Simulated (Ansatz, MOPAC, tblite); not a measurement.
How methods differ on C2H8Si (dimethylsilane)

C2H8Si, singlet, SMILES `C[SiH2]C`. Each level relaxes the structure for itself.

Quantity: the highest harmonic wavenumber at each level's own minimum, in cm⁻¹. The values are calculated.

| level | kind | program | value (cm⁻¹) |
| --- | --- | --- | --- |
| GFN2-xTB | semi-empirical | tblite | 3046 |
| PM6 | semi-empirical | MOPAC | 2761 |
| PM6-DH+ | semi-empirical | MOPAC | 2761 |
| PM7 | semi-empirical | MOPAC | 2748 |
| HF/STO-3G | Hartree–Fock | Ansatz | 3751 |
| HF/3-21G | Hartree–Fock | Ansatz | 3258 |
| HF/6-31G* (Cartesian functions) | Hartree–Fock | Ansatz | 3263 |
| PBE/def2-SVP | GGA | Ansatz | 3078 |
| PBE0-D4/def2-TZVP | global hybrid | Ansatz | 3137 |
| B3LYP/6-31G* (Cartesian functions) | global hybrid | Ansatz | 3124 |

Harmonic and unscaled. The values span 2748 to 3751 cm⁻¹. Without the sets that lack polarisation functions the rows with a basis span only 3078 to 3263 cm⁻¹.
